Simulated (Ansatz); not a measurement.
# CHBCl (quartet): from Hartree-Fock to the top rungs at a displaced geometry (v2), cc-pVDZ

How much of the correlation energy of CHBCl (quartet) does each wave-function method recover here?

Method: cc-pVDZ, core rule «outside noble gas», up to 7 orbitals frozen; program: Ansatz 0.2.0, Gaussian basis.

The runs, in order: UHF; CCSD(T) on ROHF; CCSD(T) on UHF; BCCD(T) on ROHF; CISD; CCSDT(Q) on ROHF; CCSDT(Q) on UHF.

26 further runs of the same task are left out: 9 that didn't finish, 17 set aside as unsound or not needed.

### Step 1. The system

The geometry is a PBE0/def2-TZVP stationary point (not a proven minimum) with its atoms shifted at random (size 0.100 Å).

4 atoms, charge 0, spin multiplicity 4.

Atoms are counted from 1 here; the program's logs count them from 0.

Bond lengths: B1–C2 1.483 Å, C2–Cl3 1.744 Å, C2–H4 1.013 Å. Angles: B1–C2–Cl3 121.8°, B1–C2–H4 124.7°, Cl3–C2–H4 110.2°.

As a file:

```xyz
4
CHBCl
B     0.0863   -0.4354    1.9240
C    -0.0786    0.4880    0.7759
Cl   -0.0020   -0.0748   -0.8726
H     0.0811    1.4877    0.8119
```

### Step 2. UHF

Contents of in.yaml:

```yaml
crystal:
  periodic: [false, false, false]
  atoms:
    - {symbol: B, position_ang: [0.086270, -0.435449, 1.923994]}
    - {symbol: C, position_ang: [-0.078604, 0.487980, 0.775908]}
    - {symbol: Cl, position_ang: [-0.001984, -0.074826, -0.872644]}
    - {symbol: H, position_ang: [0.081125, 1.487668, 0.811917]}
basis:
  gaussian: {orbitals: cc-pVDZ}
magnetization: {spin_polarized: true, initial_magnetization: 3}
hamiltonian: {xc: hf}
output: {orbitals: {seedname: orbitals}}
```

Run with:

```bash
$ ansatz run in.yaml --threads 1 --pin off --events-out ev --progress --plain --max-ram 2393MiB
```

After this run come: CCSD(T) on ROHF; CCSD(T) on UHF; BCCD(T) on ROHF; CISD; CCSDT(Q) on ROHF; CCSDT(Q) on UHF.

Before running them: what should the planned runs give, taken together? Wanted: UCCSDT(Q) below the RHF energy; RMP2 from UCCSDT(Q); UMP2 from UCCSDT(Q); RCCSD from UCCSDT(Q); RCCSD(T) from UCCSDT(Q); UCCSD(T) from UCCSDT(Q); RCCSDT(Q) from UCCSDT(Q); T1 diagnostic.

The runs gave:

| quantity | value |
| --- | --- |
| UCCSDT(Q) below the RHF energy | -8.9465 eV |
| RMP2 from UCCSDT(Q) | +1201.4 meV |
| UMP2 from UCCSDT(Q) | +1221.6 meV |
| RCCSD from UCCSDT(Q) | +317.1 meV |
| RCCSD(T) from UCCSDT(Q) | +53.7 meV |
| UCCSD(T) from UCCSDT(Q) | +54.2 meV |
| RCCSDT(Q) from UCCSDT(Q) | +2.6 meV |
| levels within 1 kcal/mol (43 meV) | RCCSDT, UCCSDT, RCCSDT(Q) |
| T1 diagnostic | 0.028 |

RCCSD(T) lands +53.7 meV from the yardstick (0.6 % of the correlation energy). These misses are within one basis, not against nature; the frozen cores of restricted and unrestricted runs differ, which can shift their rows.
